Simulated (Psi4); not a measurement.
# HCl (hydrogen chloride): TPSS/def2-TZVPPD

Aim: the vertical ionisation energy of HCl (hydrogen chloride) at TPSS/def2-TZVPPD, from 2 runs. 

Program for the calculation: Psi4 1.11.

1 further run of the same task is left out (it didn't finish).

**1. The molecule**

The species is HCl (2 atoms), meant as a singlet with charge 0. SMILES: `Cl`. The shape is that of a PBE0-D4/def2-TZVP optimisation.

Bond lengths: Cl1–H2 1.279 Å.

**2. Energy and forces at TPSS/def2-TZVPPD**

clh.xyz reads:

```xyz
2
ClH
Cl     0.546000    -0.178500     0.280800
H     -0.546000     0.178500    -0.280800
```

run.py reads:

```python
import psi4

psi4.set_memory('1600 MB')
psi4.set_num_threads(1)
psi4.set_output_file('output.dat', False)

with open('clh.xyz') as f:
    atoms = ''.join(f.readlines()[2:])
m = psi4.geometry('0 1\n' + atoms + 'symmetry c1')

options = {'basis': 'def2-TZVPPD', 'puream': True, 'e_convergence': 1e-09, 'd_convergence': 1e-08, 'scf_type': 'pk', 'dft_radial_points': 99, 'dft_spherical_points': 590}
psi4.set_options(options)

energy_value, wavefunction = psi4.gradient("tpss", molecule=m, return_wfn=True)
psi4.oeprop(wavefunction, "MAYER_INDICES", "MULLIKEN_CHARGES", "DIPOLE")
print('gradient / Eh bohr^-1')
print(energy_value.np.round(6))
print(f'energy = {wavefunction.energy():.10f} Eh')
for k, v in sorted(psi4.core.scalar_variables().items()):
    print(f'{k:45s} {v:18.10f}')
```

On the command line:

```
python run.py
```

output.dat:

```text
[...]
  Running in c1 symmetry.
[...]
  Nuclear repulsion =    7.034776949773979
[...]
  Multiplicity = 1
[...]
  Nalpha       = 9
  Nbeta        = 9
[...]
    Number of basis functions: 68
[...]
   @RKS iter   1:  -460.80819467416086   -6.53198e-02   4.86725e-03 DIIS/ADIIS
[...]
   @RKS iter   8:  -460.84028441411812   -9.92486e-11   9.23401e-09 DIIS
[...]
    Orbital Energies [Eh]
    ---------------------
    Doubly Occupied:
       1A   -101.002730     2A     -9.253523     3A     -7.032849
       4A     -7.022721     5A     -7.022721     6A     -0.789404
       7A     -0.439197     8A     -0.299519     9A     -0.299519
[...]
  @RKS Final Energy:  -460.84028441411812
   => Energetics <=
    Nuclear Repulsion Energy =              7.0347769497739794
    One-Electron Energy =                -649.9522544259407368
    Two-Electron Energy =                 210.6979823266734684
    DFT Exchange-Correlation Energy =     -28.6207892646248787
    Empirical Dispersion Energy =           0.0000000000000000
    VV10 Nonlocal Energy =                  0.0000000000000000
    Total Energy =                       -460.8402844141181163
[...]
  -Total Gradient:
     Atom            X                  Y                   Z
    ------   -----------------  -----------------  -----------------
       1       -0.000000000000    -0.000000000000    -0.003260248845
       2        0.000000000001     0.000000000001     0.003259344987
[...]
 Multipole Moments:
 ------------------------------------------------------------------------------------
     Multipole            Electronic (a.u.)      Nuclear  (a.u.)        Total (a.u.)
 ------------------------------------------------------------------------------------
 L = 1.  Multiply by 2.5417464519 to convert [e a0] to [Debye]
 Dipole X            :         -0.0000000            0.0000000           -0.0000000
 Dipole Y            :         -0.0000000           -0.0000000           -0.0000000
 Dipole Z            :          0.7714872           -1.1980385           -0.4265514
 Magnitude           :                                                    0.4265514
[...]
  Mulliken Charges: (a.u.)
   Center  Symbol    Alpha    Beta     Spin     Total
       1    CL     8.61829  8.61829  0.00000 -0.23657
       2     H     0.38171  0.38171  0.00000  0.23657
   Total alpha =  9.00000, Total beta =  9.00000, Total charge =  0.00000
  Mayer Bond Indices:
[...]
```

On the terminal:

```text
gradient / Eh bohr^-1
[[-0.       -0.       -0.00326 ]
 [ 0.        0.        0.003259]]
energy = -460.8402844141 Eh
CURRENT ENERGY                                   -460.8402844141
CURRENT REFERENCE ENERGY                         -460.8402844141
DD SOLVATION ENERGY                                 0.0000000000
DFT FUNCTIONAL TOTAL ENERGY                      -460.8402844141
DFT TOTAL ENERGY                                 -460.8402844141
DFT VV10 ENERGY                                     0.0000000000
DFT XC ENERGY                                     -28.6207892646
GRID ELECTRONS ALPHA                                9.0000000044
GRID ELECTRONS BETA                                 9.0000000044
GRID ELECTRONS TOTAL                               18.0000000088
NUCLEAR REPULSION ENERGY                            7.0347769498
ONE-ELECTRON ENERGY                              -649.9522544259
PCM POLARIZATION ENERGY                             0.0000000000
PE ENERGY                                           0.0000000000
SCF ITERATION ENERGY                             -460.8402844141
SCF ITERATIONS                                      8.0000000000
SCF TOTAL ENERGY                                 -460.8402844141
TWO-ELECTRON ENERGY                               210.6979823267
XC GRID RADIAL POINTS                              99.0000000000
XC GRID SPHERICAL POINTS                          590.0000000000
XC GRID TOTAL POINTS                           113696.0000000000
```

Wall time 12 s (1 thread of Intel Xeon Platinum 8259CL at 2.50GHz (Skylake/Cascade Lake), shared host); peak memory 0.76 GiB.

**3. The doublet cation, same level**

calc.inp reads:

```
memory 1600 mb

molecule system {
  1 2
  Cl     0.546000    -0.178500     0.280800
  H     -0.546000     0.178500    -0.280800
  symmetry c1
}

set {
  basis                def2-TZVPPD
  reference            uks
  puream               true
  e_convergence        1e-09
  d_convergence        1e-08
  scf_type             pk
  dft_radial_points    99
  dft_spherical_points 590
  maxiter              100
}

e_tot, wfn = gradient('tpss', return_wfn=True)
oeprop(wfn, 'MULLIKEN_CHARGES', 'MAYER_INDICES', 'DIPOLE', title='TPSS')
```

On the command line:

```
psi4 calc.inp calc.out -n 1
```

calc.out:

```text
[...]
  Running in c1 symmetry.
[...]
  Nuclear repulsion =    7.034776949773979
[...]
  Multiplicity = 2
[...]
  Nalpha       = 9
  Nbeta        = 8
[...]
    Number of basis functions: 68
[...]
   @UKS iter   1:  -460.36223910504629    3.80636e-01   2.77884e-03 ADIIS/DIIS
[...]
   @UKS iter  10:  -460.37379879076059   -4.20641e-12   4.84803e-09 DIIS
[...]
   @S^2 Observed:                7.544306954E-01
[...]
    Orbital Energies [Eh]
    ---------------------
    Alpha Occupied:
       1A   -101.454747     2A     -9.697685     3A     -7.485707
       4A     -7.471249     5A     -7.460451     6A     -1.205324
       7A     -0.813458     8A     -0.738100     9A     -0.677361
    Alpha Virtual:
      10A     -0.334305    11A     -0.194130    12A     -0.167090
      13A     -0.146290    14A     -0.134205    15A     -0.127324
      16A     -0.126967    17A     -0.124226    18A     -0.117350
      19A      0.017752    20A      0.029129    21A      0.052644
      22A      0.061958    23A      0.158688    24A      0.169427
      25A      0.192552    26A      0.196515    27A      0.197814
[...]
  @UKS Final Energy:  -460.37379879076059
   => Energetics <=
    Nuclear Repulsion Energy =              7.0347769497739794
    One-Electron Energy =                -642.4047956487770534
    Two-Electron Energy =                 203.2959372228650921
    DFT Exchange-Correlation Energy =     -28.2997173146226402
    Empirical Dispersion Energy =           0.0000000000000000
    VV10 Nonlocal Energy =                  0.0000000000000000
    Total Energy =                       -460.3737987907605884
[...]
  -Total Gradient:
     Atom            X                  Y                   Z
    ------   -----------------  -----------------  -----------------
       1        0.000000000000     0.000000000002    -0.026242773419
       2       -0.000000000000    -0.000000000002     0.026242365236
[...]
 Multipole Moments:
 ------------------------------------------------------------------------------------
     Multipole            Electronic (a.u.)      Nuclear  (a.u.)        Total (a.u.)
 ------------------------------------------------------------------------------------
 L = 1.  Multiply by 2.5417464519 to convert [e a0] to [Debye]
 Dipole X            :         -0.0000000            0.0000000           -0.0000000
 Dipole Y            :         -0.0000000           -0.0000000           -0.0000000
 Dipole Z            :          0.5713003           -1.1980385           -0.6267382
 Magnitude           :                                                    0.6267382
[...]
  Mulliken Charges: (a.u.)
   Center  Symbol    Alpha    Beta     Spin     Total
       1    CL     8.71778  7.68313  1.03465  0.59908
       2     H     0.28222  0.31687 -0.03465  0.40092
   Total alpha =  9.00000, Total beta =  8.00000, Total charge =  1.00000
  Mayer Bond Indices:
  Total Bond Index:
  Irrep: 1 Size: 2 x 2
                 1                   2
[...]
```

It took 20 s on 1 thread of Intel Xeon Platinum 8259CL at 2.50GHz (Skylake/Cascade Lake), shared host; peak memory 0.76 GiB.

**4. Outcome**

Level: TPSS/def2-TZVPPD.

```
                                          quantity          value
                         singlet HCl: total energy  -460.84028 Eh
                        singlet HCl: dipole moment         1.08 D
                          singlet HCl: HOMO energy       -8.15 eV
                          singlet HCl: LUMO energy       -0.77 eV
                        singlet HCl: HOMO–LUMO gap        7.38 eV
             singlet HCl: largest force on an atom     0.168 eV/Å
                      doublet cation: total energy  -460.37380 Eh
doublet cation: HOMO energy (highest over α and β)      -18.01 eV
 doublet cation: LUMO energy (lowest over α and β)      -17.19 eV
                              doublet cation: ⟨S²⟩          0.754
          doublet cation: largest force on an atom     1.349 eV/Å
vertical ionisation energy (to the doublet cation)      12.694 eV
```

What this shows: Removing an electron at fixed nuclei costs 12.69 eV (293 kcal/mol). The negative HOMO energy of the first species, 8.15 eV, lies 4.54 eV below that difference.
